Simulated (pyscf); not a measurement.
Optimised with ωB97X-D3(BJ)/def2-SVP in PySCF.

Estimate the classical barrier height and the reaction energy of dichlorosilane (Cl–SiH₂–Cl) + hydrogen chloride (HCl) -> H₃Si–Cl + chlorine (Cl–Cl) at B3LYP-D3(BJ)/def2-TZVP. The step runs on the singlet surface, breaks Cl–Si, Cl–H and forms H–Si, Cl–Cl; take the separated reactants as zero.

ΔE‡ = 119.0 kcal/mol, ΔE = +61.4 kcal/mol. CCSD(T)/def2-TZVPP + ΔMP2(QZVPP) gives 127.3 kcal/mol and +64.8 kcal/mol. Zero-point energy shifts the barrier by -1.9 kcal/mol. It is a four-centre exchange, with an imaginary mode of 2140i cm⁻¹. From the product side, Cl• + Cl• + H₃Si–Cl lies, by one bond made or cut, 9.8 kcal/mol under this saddle at ωB97M-D3(BJ). The same reactants have a lower exit, to Cl–SiH(Cl)–Cl + H₂ (barrier +41.8 kcal/mol at ωB97M-D3(BJ), against +132.5 kcal/mol here). This is the saddle that the search found; another between the same sides may lie lower. A restricted solution here is unstable towards spin polarisation, so biradical character is likely and single-reference numbers are less safe. The CCSD(T) − MP2 part came from Ansatz, without density fitting, on the same reference. The largest closed-shell T1 diagnostic is 0.031, which may signal static correlation.
